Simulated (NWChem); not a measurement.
System: dimethyl ether (C2H6O); SMILES COC

All runs: NWChem. Pople sets run with spherical d functions. Geometry: optimised at PBE0/def2-SVP. Computed dipoles belong to the equilibrium geometry; the measured one is vibrationally averaged.

Measured dipole moment: 1.30 D (NIST CCCBDB, as tabulated in the package chemicals).

### Question
Which of these levels lies farthest from the measured value, and how do the others fare: B3LYP/6-311++G**; B3LYP/6-31+G*; B3LYP/aug-cc-pVTZ; B3LYP/def2-SVPD; B3LYP/3-21G; B3LYP/def2-TZVP; B3LYP/6-31G*; B3LYP/def2-SVP; B3LYP/STO-3G?

### Answer
B3LYP/STO-3G.
| level | dipole moment (D) | computed − measured |
|---|---|---|
| B3LYP/STO-3G | 1.07 | -0.23 |
| B3LYP/3-21G | 1.34 | +0.04 |
| B3LYP/6-31G* | 1.18 | -0.12 |
| B3LYP/6-31+G* | 1.36 | +0.06 |
| B3LYP/def2-SVP | 1.19 | -0.11 |
| B3LYP/def2-SVPD | 1.24 | -0.06 |
| B3LYP/def2-TZVP | 1.16 | -0.14 |
| B3LYP/6-311++G** | 1.34 | +0.04 |
| B3LYP/aug-cc-pVTZ | 1.17 | -0.13 |
